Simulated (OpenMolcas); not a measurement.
# CH5BO (SMILES CBO): the vertical electron affinity, rung by rung

The species is CH5BO (8 atoms), meant as a singlet with charge 0. SMILES: `CBO`. The coordinates come from a PBE0-D4/def2-TZVP relaxation. This is one conformer, not always the lowest.

Quantity: the vertical electron affinity (to the doublet anion), in eV. The values are calculated.

The electron affinity is E(neutral) − E(anion): positive where the electron is bound.

| level | kind | program | value (eV) | CPU time (all runs) |
| --- | --- | --- | --- | --- |
| HF/6-311+G** | Hartree–Fock | OpenMolcas | -1.44 | 24 s |
| SVWN5/6-311+G** | LDA | OpenMolcas | -0.79 | 67 s |
| M06-L/6-311+G** | meta-GGA | OpenMolcas | -1.56 | 3 min |
| TPSS/6-311+G** | meta-GGA | OpenMolcas | -0.99 | 2.3 min |
| r2SCAN/6-311+G** | meta-GGA | OpenMolcas | -0.99 | 2.1 min |
| B3LYP/6-311+G** | global hybrid | OpenMolcas | -0.90 | 86 s |
| M06-2X/6-311+G** | hybrid meta-GGA | OpenMolcas | -1.10 | 2 min |
| PBE0/6-311+G** | global hybrid | OpenMolcas | -0.96 | 85 s |

Where it was recorded, the anion's HOMO is positive in every row: a fault of the level (basis or self-interaction), which says nothing on whether the real anion is bound. The values span -1.56 to -0.79 eV. Negative values mean that the anion is unbound at that level; they are set by how diffuse the basis is and aren't properties of the molecule, whose anion may well be bound. Times are those of the runs behind each value, whatever else they computed, on shared processors of several kinds: orders of magnitude only.
